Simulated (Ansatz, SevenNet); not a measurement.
For wurtzite AgI, the machine-learned potential SevenNet-0 (trained on PBE and PBE+U data) gives:

| Item | Value |
|---|---|
| lattice parameter a | 4.699 Å |
| lattice parameter c | 7.690 Å |
| elastic constant C11 | 30.8 GPa |
| elastic constant C44 | 4.42 GPa |
| polycrystal shear modulus | 5.25 GPa |

What does PBE0 (plane waves, PAW; Ansatz, a program for electronic structure) give for the same quantities?


- lattice constant a: 4.676 Å (drops by 0.5 %)
- lattice parameter c: 7.639 Å (shrinks by 0.7 %)
- elastic constant C11: 34.3 GPa (goes up by 11 %)
- elastic constant C44: 5.04 GPa (goes up by 14 %)
- Voigt–Reuss–Hill shear modulus: 5.88 GPa (grows by 12 %)

For comparison: lattice constant a 4.591 Å (measured, temperature not stated, not corrected to a static lattice; as tabulated in Wikipedia's data pages); lattice parameter c 7.508 Å (measured, temperature not stated, not corrected to a static lattice; as tabulated in Wikipedia's data pages); elastic constant C11 29.3 GPa (measured, room temperature, no zero-point or thermal correction; as tabulated in Harker's crystal data pages); elastic constant C44 3.73 GPa (measured, room temperature, not corrected to a static lattice; as tabulated in Harker's crystal data pages).

Changes are worked out from the printed values.

Unless a cell is named, each level is at its own relaxed cell (SevenNet-0 36.76, PBE0 36.17 Å³/atom).

Ansatz's density-functional and Hartree–Fock values are scalar-relativistic unless marked +SOC, with PAW data made under PBE.
